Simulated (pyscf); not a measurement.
Four-centre exchange: `[F][SiH][F]` [doublet] + `[NH3]` → `[FH]` + `[NH2][SiH][F]` [doublet]

Gas phase, doublet surface, charge 0. Bonds broken: F1–Si2, N5–H6. Bonds formed: F1–H6, Si2–N5. PySCF, gas phase, ωB97X-D3(BJ)/def2-SVP geometries.

Transition state (Å):

```xyz
8

F     -0.8407     1.4011     1.5298
Si    -0.5486     0.4773    -0.3464
F     -0.6233    -0.4587    -1.7067
H      0.8420     1.0092    -0.3520
N     -0.5644    -0.8032     0.9927
H     -0.7404     0.2857     1.6874
H      0.3084    -1.3199     1.1083
H     -1.3331    -1.4727     0.9527
```

One imaginary mode, 714i cm⁻¹; descent along it reached the two sides named, in the forms told below.

| bond | change | reactant side (Å) | saddle | product side |
|---|---|---|---|---|
| F1–Si2 | breaks | 1.653 | 2.112 | 3.0 |
| N5–H6 | breaks | 1.021 | 1.304 | 1.769 |
| F1–H6 | forms | 2.7 | 1.131 | 0.947 |
| Si2–N5 | forms | 2.232 | 1.853 | 1.759 |

Electronic energies relative to the separated reactants (kcal/mol):

| level | barrier | reaction energy | reverse barrier |
|---|---|---|---|
| ωB97X-D3(BJ)/def2-TZVP | 20.2 | +18.3 | 1.8 |
| PBE/def2-TZVP | 15.9 | +19.3 | -3.4 |
| r²SCAN/def2-TZVP | 18.2 | +20.0 | -1.8 |
| B3LYP-D3(BJ)/def2-TZVP | 20.9 | +19.5 | 1.4 |
| PBE0-D3(BJ)/def2-TZVP | 17.4 | +18.0 | -0.6 |
| M06-2X/def2-TZVP | 20.0 | +18.6 | 1.3 |
| ωB97M-D3(BJ)/def2-TZVP | 20.7 | +19.3 | 1.4 |
| HF/def2-TZVP | 38.2 | +21.4 | 16.8 |

With ωB97M-D3(BJ)/def2-TZVP energies and thermal terms (ideal gas, 1 atm, RRHO with modes under 100 cm⁻¹ raised to 100, one conformer, R ln 2 for chiral ones without a mode under 150 cm⁻¹), in kcal/mol:

```
T (K)   ΔH‡   ΔG‡     ΔH     ΔG
-----  ----  ----  -----  -----
298    19.4  30.1  +18.4  +18.2
600    19.6  40.9  +19.3  +17.7
900    20.3  51.4  +20.0  +16.7
1200   21.1  61.7  +20.5  +15.5
```

On the reactant side the descent ends in an adduct with a N–Si contact, 5.1 kcal/mol under the separated species and 25.3 kcal/mol under the saddle at ωB97X-D3(BJ)/def2-TZVP. On the product side the descent ends in a complex, 7.8 kcal/mol under the separated species and 9.7 kcal/mol under the saddle at ωB97X-D3(BJ)/def2-TZVP. At PBE, r²SCAN, PBE0-D3(BJ) the saddle lies under the separated products, which points to a path from their complex (located at ωB97X-D3(BJ) alone), and parting the products costs more than the saddle. What is counted as formed (N–Si) is already present as a longer contact in the reactant adduct; forming that adduct is a step of its own. The same reactants have a lower exit, to H₂N–SiH(F)–F + H• (barrier +14.4 kcal/mol at ωB97M-D3(BJ), against +20.7 kcal/mol here). This is the saddle that the search found; another between the same sides may lie lower.
